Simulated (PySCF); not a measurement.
## Bond curve of MgAl⁺

Set-up: Mg x2c-SVPall, Al x2c-SVPall; spin-free X2C with a Gaussian nucleus (PySCF 2.14). Energies in eV from Mg + Al⁺ in their ground configurations at the same level. State: ¹Σ⁺ (singlet), closed shell.

All columns are PBE0. A positive dipole points towards Al; it is taken about the centre of mass and depends on that origin.

```json
{"R (Å)": "2.715", "E (eV)": "-0.812", "μ (D)": "-1.71", "Mulliken charge on Mg (basis-dependent)": "0.27", "HOMO (eV)": "-10.56", "LUMO (eV)": "-7.30", "Mayer bond order": "0.82", "⟨S²⟩": "0.00"}
{"R (Å)": "2.841", "E (eV)": "-0.939", "μ (D)": "-1.49", "Mulliken charge on Mg (basis-dependent)": "0.28", "HOMO (eV)": "-10.53", "LUMO (eV)": "-7.18", "Mayer bond order": "0.79", "⟨S²⟩": "0.00"}
{"R (Å)": "2.968", "E (eV)": "-1.009", "μ (D)": "-1.24", "Mulliken charge on Mg (basis-dependent)": "0.29", "HOMO (eV)": "-10.49", "LUMO (eV)": "-7.09", "Mayer bond order": "0.75", "⟨S²⟩": "0.00"}
{"R (Å)": "3.062", "E (eV)": "-1.033", "μ (D)": "-1.03", "Mulliken charge on Mg (basis-dependent)": "0.30", "HOMO (eV)": "-10.45", "LUMO (eV)": "-7.04", "Mayer bond order": "0.73", "⟨S²⟩": "0.00"}
{"R (Å)": "3.157", "E (eV)": "-1.040", "μ (D)": "-0.80", "Mulliken charge on Mg (basis-dependent)": "0.30", "HOMO (eV)": "-10.40", "LUMO (eV)": "-7.00", "Mayer bond order": "0.71", "⟨S²⟩": "0.00"}
{"R (Å)": "3.252", "E (eV)": "-1.033", "μ (D)": "-0.56", "Mulliken charge on Mg (basis-dependent)": "0.31", "HOMO (eV)": "-10.35", "LUMO (eV)": "-6.98", "Mayer bond order": "0.69", "⟨S²⟩": "0.00"}
{"R (Å)": "3.378", "E (eV)": "-1.007", "μ (D)": "-0.22", "Mulliken charge on Mg (basis-dependent)": "0.31", "HOMO (eV)": "-10.27", "LUMO (eV)": "-6.95", "Mayer bond order": "0.66", "⟨S²⟩": "0.00"}
{"R (Å)": "3.536", "E (eV)": "-0.957", "μ (D)": "0.23", "Mulliken charge on Mg (basis-dependent)": "0.30", "HOMO (eV)": "-10.15", "LUMO (eV)": "-6.95", "Mayer bond order": "0.63", "⟨S²⟩": "0.00"}
{"R (Å)": "3.725", "E (eV)": "-0.883", "μ (D)": "0.79", "Mulliken charge on Mg (basis-dependent)": "0.30", "HOMO (eV)": "-10.00", "LUMO (eV)": "-6.97", "Mayer bond order": "0.59", "⟨S²⟩": "0.00"}
{"R (Å)": "3.978", "E (eV)": "-0.775", "μ (D)": "1.58", "Mulliken charge on Mg (basis-dependent)": "0.28", "HOMO (eV)": "-9.79", "LUMO (eV)": "-7.03", "Mayer bond order": "0.55", "⟨S²⟩": "0.00"}
```

A fit through these points gives, at Re = 3.150 Å, μ = -0.82 D and dμ/dR = 2.45 D/Å; the reduced mass is 12.7 u.

Question: How strong is the fundamental in the double-harmonic approximation, I = 42.26·(dμ/dR)²/μred km/mol?

Answer: I = 42.26·(2.45)²/12.7 = 20.0 km/mol at PBE0.

Closed-shell solutions of metal pairs were not tested for spin polarisation, which can lower them a little. For an ion De counts to the pair picked by the measured ionisation energies or electron affinities, which need not be the lowest pair at this level.
